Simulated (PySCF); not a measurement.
## Vertical excitation energies

Compound: CO2.
SMILES: `O=C=O`

Level of theory: TDDFT wB97X-D/def2-SVPD, vertical, gas phase, core orbitals frozen in the response in PySCF 2.14.0, density-fitted response routines. Isolated species at its GFN2-xTB geometry, gas phase.

```tsv
state	E (eV)	λ (nm)	f	|μ| (D)	symmetry	main configurations (H = HOMO, L = LUMO)
S1	9.20	134.8	0.0000	0.00	–	H-1/H→L+1/L+2 (99%)
S2	9.34	132.8	0.0000	0.00	–	H-1/H→L (≥94%)
S3	9.34	132.8	0.0000	0.00	–	H-1/H→L (≥94%)
S4	9.52	130.2	0.0000	0.00	–	H-1/H→L+1/L+2 (99%)
S5	9.52	130.2	0.0000	0.00	–	H-1/H→L+1/L+2 (99%)
S6	12.02	103.2	0.360	2.81	Σu+	H-1/H→L+4 (≥40%), H-1/H→L+3 (≥40%), H-1/H→L+1/L+2 (≥9%)
S7	12.14	102.1	0.0000	0.00	–	H-1/H→L+3 (49%), H-1/H→L+4 (49%)
S8	12.14	102.1	0.0000	0.00	–	H-1/H→L+3 (49%), H-1/H→L+4 (49%)
```

Triplets (Tamm–Dancoff): T1 8.24 eV, H-1/H→L+1/L+2 (98%); T2 8.70 eV, H-1/H→L+1/L+2 (98%); T3 8.70 eV, H-1/H→L+1/L+2 (98%).

The lowest singlet lies at 9.20 eV (135 nm, vacuum ultraviolet) and is dark (f under 0.0005); its leading configuration is HOMO-1/HOMO→LUMO+1/LUMO+2 (99%). The most intense listed level is S6 at 12.02 eV (103 nm, f = 0.360), 2.82 eV above S1. S2/S3, S4/S5 and S7/S8 lie within about 0.01 eV of each other in each set; the point group D∞h has degenerate representations, and within a degenerate level the listed configurations can mix freely. Löwdin shares by element: HOMO (one of a set within 0.03 eV) oxygen 86%, carbon 14%; LUMO carbon 70%, oxygen 30%. Weighted by f, the mean energy of these states is 12.02 eV. The listed states span 2.95 eV, and the widest gap between neighbours is 2.49 eV (S5 to S6). Orbital energies (eV): HOMO-3 -17.07, HOMO-2 -16.86, HOMO-1 -12.77, HOMO -12.77, LUMO 1.55, LUMO+1 3.10, LUMO+2 3.10. Symmetry labels in D∞h follow from the direction of the transition dipole and are given only for states with f of 0.002 or more. Orbitals of the list HOMO-3 to LUMO+2 that lie within 0.01 eV of each other are written together with a slash and their weights summed (≥ marks a lower bound); for degenerate orbitals outside that list single weights are arbitrary. The window holds the lowest 8 singlets.

Time: 1.5 s of wall time. Hardware: one thread, x86-64 server, no GPU (shared host).
